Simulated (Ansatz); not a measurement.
System (SMILES): O (H2O).
Atoms: O1, H2, H3. Bonds: O1-H2, O1-H3.

Basis-set convergence of the highest harmonic wavenumber at MP2 with Ansatz (a first-principles code). Each level at its own minimum, finite differences of forces, unscaled; the reference is a large set that could be run, not a limit. Cartesian d functions, on some or all atoms, in 6-31G*; all else is spherical. Cores are frozen. Core-valence sets carry the plain set on hydrogen. No added dispersion term, no relativity. Reference: the value in aug-cc-pVQZ, 3965 cm⁻¹, itself unsure by roughly 15 cm⁻¹ (its mean distance from def2-QZVPP, cc-pVQZ, aug-cc-pVTZ). Deviations are taken from unrounded values.

| basis | functions | highest harmonic wavenumber (cm⁻¹) | minus reference (cm⁻¹) |
|---|---|---|---|
| 6-31G* | 19 | 3916 | -49 |
| def2-SVP | 24 | 4011 | 46 |
| 6-311+G** | 34 | 4002 | 37 |
| aug-cc-pVDZ | 41 | 3937 | -28 |
| cc-pVTZ | 58 | 3975 | 10 |
| pcseg-2 | 58 | 3982 | 17 |
| cc-pCVTZ | 71 | 3969 | 4 |
| def2-QZVPP | 117 | 3980 | 15 |
| aug-cc-pVQZ | 172 | 3965 | 0 |
